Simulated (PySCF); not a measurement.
Ligands exchanged one at a time, B Cl-Br. Isolated molecules, 0 K electronic values unless said otherwise. Strings in code marks are SMILES.

The brightest of the four lowest singlets (TDA) from two functionals at the same geometries (PBE0-D4/def2-TZVP), both in PySCF: PBE-D3(BJ)/def2-TZVP and PBE0-D4/def2-TZVP. Excitations are Tamm–Dancoff values on a coarser integration grid. The basis has no diffuse functions, so Rydberg states are missing or too high.

```csv
species,PBE-D3(BJ)/def2-TZVP (eV),PBE0-D4/def2-TZVP (eV)
0 of 3 Cl replaced by Br (`ClB(Cl)Cl`),6.71,7.22
1 of 3 Cl replaced by Br,5.94,6.42
2 of 3 Cl replaced by Br (`B(Br)(Br)Cl`),5.66,6.12
3 of 3 Cl replaced by Br,5.59,6.03
```

Over these rows, drawn at random from the members with no instability flagged (it was tested for open shells, ions and some series alone), PBE minus PBE0-D4: mean -0.47 eV, from -0.51 eV to -0.44 eV.
